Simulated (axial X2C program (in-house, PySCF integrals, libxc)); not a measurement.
**Photoelectron levels of SH⁻ by EOM-IP-CCSD**

Calculated with an axial X2C code built on PySCF integrals: two-component X2C with atomic mean-field Coulomb and Gaunt terms, Gaussian nuclei, basis S dyall-av3z, H dyall-av3z with contracted cores.

R = 1.349 Å (near the PBE0 minimum at charge -1 of the determinant lowest at the starting distance; the state shown can have its own minimum elsewhere).

Vertical detachment energies of SH⁻ to the states of SH:

| Ω of SH | vertical detachment energy (eV) | above lowest (cm⁻¹) | ionised spinor | one-hole weight |
| --- | --- | --- | --- | --- |
| 3/2 | 2.290 | 0 | 81% S pπ, 13% H pπ, 7% H dπ | 0.94 |
| 1/2 | 2.337 | 380 | 81% S pπ, 12% H pπ, 7% H dπ | 0.94 |
| 1/2 | 6.290 | 32261 | 57% S pσ, 23% H sσ, 11% S sσ | 0.92 |

**Question.** What is the splitting of the first π pair in the table, and is it regular or inverted?

**Answer.** E(3/2) − E(1/2) = 0 − 380 = -380 cm⁻¹ at EOM-IP-CCSD: inverted, Ω = 3/2 lower. Splittings at this level can be off by ten to twenty per cent.

This point took 4.2 s on 1 thread of Arm Neoverse N1 (shared host).

Reference electrons by ω block (each with its −ω partner): 1/2: 7, 3/2: 2. 8 electrons of SH⁻ correlated (inner shells frozen), 94 natural virtual spinors (a truncated set); levels can be off by some tenths of an eV. Roots sought by Ω: (1/2: 4, 3/2: 3, 5/2: 1); the list ends where they run out and leaves out roots under 60 % one-particle weight. The solver can skip a root, and states that need a further excitation, which the method places far too high, are missing though they may lie low or lowest. T1 of the reference 0.009 (Lee–Taylor). Number of frozen shells: S 2 s, 1 p; H none.
